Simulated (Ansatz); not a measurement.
Coupled-cluster run, C₃H₆O₂, SMILES `COC(C)=O`.

```yaml
crystal:
  periodic: [false, false, false]
  atoms:
    - {symbol: C, position_ang: [-1.440571, 0.996701, 0.557856]}
    - {symbol: O, position_ang: [-0.644713, -0.165666, 0.353726]}
    - {symbol: C, position_ang: [0.525437, 0.044777, -0.267163]}
    - {symbol: C, position_ang: [1.284793, -1.235316, -0.432082]}
    - {symbol: O, position_ang: [0.892462, 1.128509, -0.632359]}
    - {symbol: H, position_ang: [-0.908701, 1.724221, 1.172649]}
    - {symbol: H, position_ang: [-1.692991, 1.462648, -0.395717]}
    - {symbol: H, position_ang: [-2.340667, 0.655972, 1.064813]}
    - {symbol: H, position_ang: [1.477037, -1.681258, 0.545538]}
    - {symbol: H, position_ang: [2.223630, -1.037633, -0.942799]}
    - {symbol: H, position_ang: [0.689782, -1.949754, -1.003860]}
basis:
  gaussian: {orbitals: def2-SVP}
correlation: {method: ccsd_t}
```

```sh
$ ansatz run in.yaml --threads 4 --pin off --events-out ev --progress --plain
```

Output of Ansatz, abridged:

```
Functional definition: HF
1006 factors; integrals over basis functions are off by at most 1.2e-3 eV
mean field evaluation 1: about -7251.7180 eV, gradient 4.1e1 eV
mean field evaluation 2: about -7251.8517 eV, gradient 4.1e1 eV
mean field evaluation 4: about -7255.4201 eV, gradient 4.6e0 eV
mean field evaluation 8: about -7255.4950 eV, gradient 4.5e-1 eV
mean field -7255.49657154 eV, -266.6345810520 hartree, gradient 9.8e-7 eV, S^2 0.000000; 0 other end points of the search recorded, 0 dependent functions left out
5 core orbitals not correlated: weight in the atoms' cores, before any rotation towards them, 1.000 or more for the frozen orbitals, at most 0.000 for the correlated occupied ones
reference -7255.49657154 eV, -266.6345810520 hartree; 15, 15 occupied and 80, 80 virtual orbitals, 1006 factors
second order -21.08185647 eV of doubles, -0.00000000 eV of singles
cycle   1  -21.45016599 eV  change   -3.7e-1 eV  update   1.1e-1
cycle   2  -22.02412105 eV  change   -5.7e-1 eV  update   3.3e-2
cycle   3  -22.18147608 eV  change   -1.6e-1 eV  update   1.8e-2
cycle   4  -22.17327205 eV  change    8.2e-3 eV  update   4.2e-3
cycle   5  -22.17267394 eV  change    6.0e-4 eV  update   1.6e-3
cycle   6  -22.17285398 eV  change   -1.8e-4 eV  update   4.7e-4
cycle   7  -22.17248112 eV  change    3.7e-4 eV  update   1.8e-4
cycle   8  -22.17243345 eV  change    4.8e-5 eV  update   6.1e-5
cycle   9  -22.17246332 eV  change   -3.0e-5 eV  update   2.3e-5
perturbative correction -0.66350748 eV, -0.0243834503 hartree
Total energy: -7278.33254234 eV, -267.4737875001 hartree
```

It took 6 s on 4 threads of a server CPU on a shared host, with 0.47 GiB of host memory at the peak.

Correlation energy per correlated electron: -0.761 eV. T1 diagnostic: 0.0140.
